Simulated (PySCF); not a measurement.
Some computed properties have been withheld. Give your best values.

C5H11S (charge -1).
Cartesian coordinates in Å at the GFN2-xTB level; atoms count from 1:
```xyz
17
C5H11S angstrom
C     -2.1662    0.4700   -0.0968
C     -1.3516   -0.6457    0.5547
C      0.1005   -0.7340    0.0756
S      0.8249   -2.2973    0.6452
C      0.9330    0.4564    0.5624
C      2.3422    0.4117   -0.0102
H     -3.2126    0.4106    0.2066
H     -1.7875    1.4512    0.1861
H     -2.1186    0.3853   -1.1823
H     -1.3505   -0.5211    1.6420
H     -1.8270   -1.6065    0.3395
H      0.1065   -0.7419   -1.0280
H      0.4509    1.4046    0.2866
H      0.9888    0.4074    1.6539
H      2.3243    0.5854   -1.0865
H      2.9880    1.1581    0.4555
H      2.7479   -0.5822    0.1722
```

| property | level | value |
| --- | --- | --- |
| point group of the GFN2-xTB geometry | GFN2-xTB | ? |
| rotational constants A, B, C of the GFN2-xTB geometry | GFN2-xTB | ? |
| HOMO energy | PBE0/pcSseg-1 | ? |
| LUMO energy | PBE0/pcSseg-1 | 5.16 eV |
| 13C chemical shifts (computed TMS as zero) by class | GIAO PBE0/pcSseg-1 | 53.7 (C3), 41.2 (C2/C5), 16.2 (C1/C6) ppm |
| 1H chemical shifts (computed TMS as zero) by class | GIAO PBE0/pcSseg-1 | 2.50 (H12), 1.45 (H10/H13), 1.22 (H11/H14), 1.08 (H7/H8/H9/H15/H16/H17) ppm |
| isotropic shieldings of nuclei other than C and H, by class | GIAO PBE0/pcSseg-1 | 554 (S4) ppm |

Gas-phase values; electronic properties from PySCF, density fitting. The structure is a single GFN2-xTB conformer in the gas phase; no vibrational or solvent corrections. NMR classes are plain means over equivalent atoms (diastereotopic ones count apart unless rotation or inversion swaps them), as if these changed places fast; in this geometry the members of some classes differ. The HOMO energy is positive, so at this level the finite basis confines the outermost electrons. No diffuse functions stand in pcSseg-1, which bears on an anion's orbital energies.

Problem. Give the rotational constants A, B, C of the GFN2-xTB geometry.

Solution. 3.241, 2.093, 1.366 GHz.

Problem. The HOMO energy?

Solution. 0.39 eV.

Problem. The point group of the GFN2-xTB geometry?

Solution. C1.

The rotational constants make it an asymmetric top with κ = (2B − A − C)/(A − C) = -0.22, nearer the prolate limit (−1). With B = h/(8π²I), that is 505.379 GHz u Å² over I, the principal moments of inertia are 156.0, 241.5 and 369.9 u Å² (most abundant isotopes).
